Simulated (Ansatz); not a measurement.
# BeMgH2+ (quartet): from Hartree-Fock to the top rungs, 6-31G

One table from this session's results is given with a row withheld; the runs are named, their logs left out.

Program: Ansatz 0.2.0, Gaussian basis. Level of theory: 6-31G, core rule «outside noble gas», up to 6 orbitals frozen. These are calculated values, not measurements.

The runs, in order: UHF; CCSD(T) on ROHF; CCSD(T) on UHF; BCCD(T) on ROHF; CISD as a restricted active space (open shells left free, so some higher excitations enter); CCSDT(Q) on ROHF; CCSDT(Q) on UHF; CISDTQ; CCSDTQ on ROHF; CCSDTQ on UHF; Full CI.

23 further runs of the same task are left out: 3 for a known fault of the program, 9 that didn't finish, 11 set aside as unsound or not needed. Runs told in other sessions of the task aren't counted.

## The system

The geometry is a PBE0/def2-TZVP stationary point (not a proven minimum) of the parent state, kept for this charge and spin.

4 atoms, charge 1, spin multiplicity 4.

Atoms are counted from 1 here; the program's logs count them from 0.

Bond lengths: Be1–H3 1.420 Å, Mg2–H3 2.008 Å, Mg2–H4 1.710 Å. Angles: H3–Mg2–H4 132.1°, Be1–H3–Mg2 95.7°.

The first run:

The input, in.yaml:

```yaml
crystal:
  periodic: [false, false, false]
  atoms:
    - {symbol: Be, position_ang: [0.000000, -0.064014, 1.914191]}
    - {symbol: Mg, position_ang: [0.000000, -0.036767, -0.656886]}
    - {symbol: H, position_ang: [0.000000, 1.049072, 1.031751]}
    - {symbol: H, position_ang: [0.000000, 0.409865, -2.307047]}
basis:
  gaussian: {orbitals: 6-31G}
total_charge: 1
magnetization: {spin_polarized: true, initial_magnetization: 3}
hamiltonian: {xc: hf}
output: {orbitals: {seedname: orbitals}}
```

Started as:

```console
> ansatz run in.yaml --threads 1 --pin off --events-out ev --progress --plain --max-ram 2393MiB
```

Among the steps run: UHF; CCSD(T) on ROHF; CCSD(T) on UHF; BCCD(T) on ROHF; CISD as a restricted active space (open shells left free, so some higher excitations enter); CCSDT(Q) on ROHF; CCSDT(Q) on UHF; CISDTQ; CCSDTQ on ROHF; CCSDTQ on UHF; Full CI.

One table of the session follows, with a row left open; its other results are not shown here.

| method | from FCI (kcal/mol) |
| --- | --- |
| ROHF | +20.58 |
| UHF | +20.17 |
| RMP2 | +7.48 |
| UMP2 | +7.33 |
| CISD | ? |
| RCCSD | +0.71 |
| UCCSD | +0.67 |
| RCCSD(T) | +0.28 |
| UCCSD(T) | +0.26 |
| BCCD(T) | +0.28 |
| RCCSDT | +0.01 |
| UCCSDT | -0.01 |
| CISDTQ | 0.00 |
| RCCSDT(Q) | 0.00 |
| UCCSDT(Q) | -0.01 |
| RCCSDTQ | 0.00 |
| UCCSDTQ | -0.01 |
| FCI | 0 |

Estimate the missing values for CISD.

The run gave: from FCI (kcal/mol): +0.61. In the column «from FCI (kcal/mol)» it lies between BCCD(T) (+0.28) and UCCSD (+0.67).

Limits of these values: Levels on UHF freeze UHF's core orbitals, full CI those of ROHF, so the U rows can settle a little off it for that reason alone. Restricted and unrestricted rows rest on different reference determinants; a gap between their highest levels can come from leftover correlation error, from unlike frozen cores or from another state.
